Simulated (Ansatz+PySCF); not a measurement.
**doublet CH4B: levels of theory in one basis**

```xyz
6

C     0.0000    0.0000   -0.7691
B     0.0000    0.0000    0.7572
H    -0.0836   -0.9074   -1.3633
H     0.0836    0.9074   -1.3633
H    -0.0751    1.0445    1.3693
H     0.0751   -1.0445    1.3693
```

Basis set: cc-pVTZ (spherical functions). Frozen core: 2 orbitals. Correlation on ROHF uses semicanonical orbitals with singles. Charge 0, multiplicity 2.

Computed with Ansatz (development build ahead of 0.2.0); each method stands on the lowest determinant of its kind that the runs found.

```csv
method,E − E(ROHF) (eV),<S²> of the determinant
ROHF,0.00,0.75
UHF,-0.09,0.76
ROHF-MP2,-6.87,–
UHF-MP2,-6.86,0.76
```

**Question.** What does ROHF-CCSD(T) give on the same scale?

**Answer.** -7.99 eV.

**Question.** Is a single determinant a sound starting point here?

**Answer.** By this sign, yes. Unrestricted orbitals gain 0.09 eV and <S²> is 0.76 against 0.75 for a pure state.
